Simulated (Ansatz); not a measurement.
Geometry optimisation, RKS PBE0/def2-SVP (Ansatz).

The input (input.yaml):

```yaml
crystal:
  periodic: [false, false, false]
  atoms:
    - { symbol: B, position_ang: [0.02385, -0.378998, -0.393132] }
    - { symbol: F, position_ang: [0.018786, -0.027055, 2.094355] }
    - { symbol: H, position_ang: [1.05895, 0.160452, -0.686436] }
    - { symbol: H, position_ang: [-1.04148, 0.122824, -0.642439] }
    - { symbol: H, position_ang: [0.055137, -1.489962, 0.061449] }
    - { symbol: H, position_ang: [-0.003844, -0.913162, 1.830402] }
basis:
  gaussian: { orbitals: def2-SVP }
hamiltonian:
  xc: pbe0
relax:
  f_tol: 0.03
  max_steps: 50
```

Command:

```bash
$ ansatz run input.yaml --threads 1 --pin off --max-ram 2048MiB --backend cpu --events-out ev --progress --plain --runs-dir out
```

**Question.** Where does it end, and by what steps?

**Answer.** The forces met the threshold. After 7 steps the energy has fallen by 0.146 eV; F2 moved furthest, 0.45 Å.

```json
{"step": "0", "energy less start (eV)": "0.0000", "largest force component (eV/Å)": "0.331", "accepted": "yes"}
{"step": "1", "energy less start (eV)": "-0.0383", "largest force component (eV/Å)": "1.390", "accepted": "yes"}
{"step": "2", "energy less start (eV)": "-0.0789", "largest force component (eV/Å)": "1.634", "accepted": "yes"}
{"step": "3", "energy less start (eV)": "-0.0529", "largest force component (eV/Å)": "1.020", "accepted": "no"}
{"step": "4", "energy less start (eV)": "-0.1398", "largest force component (eV/Å)": "0.242", "accepted": "yes"}
{"step": "5", "energy less start (eV)": "-0.1440", "largest force component (eV/Å)": "0.051", "accepted": "yes"}
{"step": "6", "energy less start (eV)": "-0.1462", "largest force component (eV/Å)": "0.061", "accepted": "yes"}
{"step": "7", "energy less start (eV)": "-0.1465", "largest force component (eV/Å)": "0.008", "accepted": "yes"}
```

```xyz
6
Properties=species:S:1:pos:R:3
B 0.017 -0.371 -0.219
F 0.010 -0.005 1.644
H 1.051 0.177 -0.518
H -1.034 0.140 -0.520
H 0.039 -1.578 -0.054
H 0.029 -0.889 1.931
```

Whether the end is a true minimum wasn't checked by a vibrational analysis.

The run took 2.9 s on 1 thread of AMD EPYC 9R45 96-Core Processor (Zen 5), on a shared host, peak memory 0.12 GiB.
